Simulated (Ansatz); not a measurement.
`CC[SiH3]` at its PBE0-D4/def2-TZVP geometry, where that method's forces vanish. Total charge 0; spin multiplicity 1.

```xyz
11

C     0.3828   -1.2831    0.4750
C    -0.0066    0.1764    0.6913
Si   -0.3580    1.0983   -0.9048
H     0.5806   -1.7913    1.4222
H     1.2839   -1.3687   -0.1379
H    -0.4105   -1.8361   -0.0348
H     0.7876    0.7098    1.2247
H    -0.8959    0.2454    1.3271
H    -1.4759    0.4482   -1.6437
H     0.8435    1.0875   -1.7850
H    -0.7316    2.5136   -0.6341
```

(1) What forces (eV/Å) does r2SCAN-D4/def2-TZVPP give on these atoms in Ansatz 0.2.0? (Best estimate.)

Results:

(1) The calculation gave: 
```
C1   0.040 -0.150 -0.019
C2  -0.038  0.142  0.015
Si3 -0.011  0.029 -0.041
H4  -0.001  0.002 -0.016
H5  -0.017 -0.001  0.011
H6   0.016  0.008  0.009
H7  -0.008 -0.009  0.009
H8   0.013 -0.003  0.008
H9   0.025  0.012  0.015
H10 -0.026 -0.002  0.018
H11  0.007 -0.029 -0.010
```
